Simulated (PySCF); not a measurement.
Geometry:
| atom | x (Å) | y (Å) | z (Å) |
| --- | --- | --- | --- |
| F1 | 2.433 | 0.593 | -0.795 |
| C2 | 1.182 | 0.396 | -0.407 |
| C3 | 0.621 | -0.783 | -0.042 |
| C4 | -0.743 | -0.602 | 0.311 |
| C5 | -1.160 | 0.688 | 0.202 |
| S6 | 0.097 | 1.723 | -0.336 |
| H7 | 1.157 | -1.721 | -0.030 |
| H8 | -1.389 | -1.407 | 0.635 |
| H9 | -2.136 | 1.098 | 0.408 |

Geometry: PBE0-D3(BJ)/def2-TZVP; GIAO absolute shieldings from PySCF, gas phase, non-relativistic, averaged over equivalent atoms.

At B97-2/pcSseg-2 (265 basis functions, 27 s wall time on 1 thread of an Arm Neoverse V1, shared host):
| atoms | σ (ppm) |
| --- | --- |
| F1 | 311.4 |
| C2 | 5.7 |
| C4 | 55.5 |
| C5 | 66.1 |
| C3 | 73.5 |
| S6 | 313.6 |
| H8 | 24.69 |
| H7 | 24.96 |
| H9 | 25.01 |

Task: What do these become at wB97X-D/pcSseg-2?

Result: 
| atoms | σ at wB97X-D/pcSseg-2 | change |
| --- | --- | --- |
| F1 | 316.0 | +4.6 |
| C2 | 1.0 | -4.7 |
| C4 | 51.7 | -3.8 |
| C5 | 61.7 | -4.4 |
| C3 | 70.6 | -2.9 |
| S6 | 300.6 | -13.0 |
| H8 | 24.65 | -0.04 |
| H7 | 24.93 | -0.03 |
| H9 | 24.90 | -0.11 |

The largest change is at S6 (aromatic ring sulfur). Cost: 265 basis functions, 36 s wall time on 1 thread of an Arm Neoverse V1, shared host. The order of the carbon signals is the same at both levels.
